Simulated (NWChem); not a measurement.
Species: F cation, triplet

Computed with NWChem. Spin-unrestricted. The open p shell is one determinant without spherical averaging. No stability test was run on the SCF state. B3LYP is NWChem's, with the RPA form of VWN correlation.

For level B3LYP/def2-TZVP:

| Quantity | Value |
|---|---|
| highest occupied level (eV) | -28.70 |
| lowest empty minus highest occupied level, either spin (eV) | 5.38 |

Question: How do the values read with level HCTH/407/def2-TZVP instead?

Answer: highest occupied level (eV): -26.41
lowest empty minus highest occupied level, either spin (eV): 1.50
